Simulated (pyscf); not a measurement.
Four-centre exchange: `[GeH3][SnH3]` + `[FH]` → `[SnH4]` + `[F][GeH3]`

Gas phase, singlet surface, charge 0. Bonds broken: Sn1–Ge2, F9–H10. Bonds formed: Sn1–H10, Ge2–F9. Optimised with ωB97X-D3(BJ)/def2-SVP in PySCF.

Transition state (Å):

```xyz
10

Sn    -0.2100     0.5989    -0.8937
Ge    -0.5089    -1.0707     1.5696
H      1.1864     1.5681    -0.6530
H     -1.1730     1.3865    -2.0775
H      0.3459    -0.8600    -1.6114
H      1.0057    -0.8802     1.4051
H     -1.1182    -2.1737     0.7102
H     -0.7931    -1.2976     3.0610
F     -1.8966     0.4126     1.7436
H     -1.4476     0.6358     0.7535
```

One imaginary mode, 852i cm⁻¹; descent along it reached the two sides named.

```csv
bond,change,reactant side (Å),saddle,product side
Sn1–Ge2,breaks,2.565,3.0,4.0
F9–H10,breaks,0.929,1.110,2.8
Sn1–H10,forms,2.8,2.061,1.704
Ge2–F9,forms,3.2,2.039,1.746
```

Electronic energies relative to the separated reactants (kJ/mol):

| level | barrier | reaction energy | reverse barrier |
|---|---|---|---|
| ωB97X-D3(BJ)/def2-TZVP | 191.0 | +2.6 | 188.4 |
| PBE/def2-TZVP | 148.6 | -9.0 | 157.5 |
| r²SCAN/def2-TZVP | 161.7 | -16.3 | 178.0 |
| B3LYP-D3(BJ)/def2-TZVP | 171.8 | -15.1 | 186.8 |
| PBE0-D3(BJ)/def2-TZVP | 171.3 | -3.3 | 174.6 |
| M06-2X/def2-TZVP | 174.5 | -33.7 | 208.1 |
| ωB97M-D3(BJ)/def2-TZVP | 179.5 | -18.5 | 198.0 |
| HF/def2-TZVP | 259.8 | -41.5 | 301.2 |

With ωB97M-D3(BJ)/def2-TZVP energies and thermal terms (ideal gas, 1 atm, RRHO with modes under 100 cm⁻¹ raised to 100, one conformer, R ln 2 for chiral ones without a mode under 150 cm⁻¹), in kJ/mol:

```json
[
 {"T (K)": "298", "ΔH‡": "170.0", "ΔG‡": "208.9", "ΔH": "-25.0", "ΔG": "-22.0"},
 {"T (K)": "600", "ΔH‡": "169.4", "ΔG‡": "248.8", "ΔH": "-28.9", "ΔG": "-17.1"},
 {"T (K)": "900", "ΔH‡": "171.0", "ΔG‡": "288.2", "ΔH": "-30.7", "ΔG": "-10.8"},
 {"T (K)": "1200", "ΔH‡": "173.3", "ΔG‡": "327.0", "ΔH": "-31.6", "ΔG": "-4.0"}
]
```

The same reactants have a lower exit, to F–SnH₂–GeH₃ + H₂ (barrier +110.4 kJ/mol at ωB97M-D3(BJ)/def2-TZVP, against +179.5 kJ/mol here). This is the saddle that the search found; another between the same sides may lie lower. Elements up to Kr have no core potential and no relativistic terms here. Elements past Kr carry the def2 core potentials, without spin-orbit coupling.
